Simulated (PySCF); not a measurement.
The numbers are results of PySCF with TPSSh-D3(BJ)/def2-TZVP // CAM-B3LYP-D3(BJ)/def2-TZVP, not measurements. Isolated molecules, 0 K electronic values unless said otherwise. Excitations are Tamm–Dancoff values on a coarser integration grid. The basis has no diffuse functions, so Rydberg states are missing or too high.

Reference species (SMILES): `IB(I)I` (neutral, multiplicity 1).

```json
{
  "LUMO": "-2.88 eV",
  "T1 excitation (TDA)": "3.27 eV"
}
```

Changed species: `ClB(Cl)Cl` (0 of 3 Cl replaced by I; the reference has 3 of 3 Cl replaced by I).

Task: Give the shifts of the LUMO and T1 excitation (TDA).

Result: the LUMO rises by 0.74 eV, to -2.14 eV; the T1 excitation (TDA) goes up by 2.08 eV, to 5.35 eV.
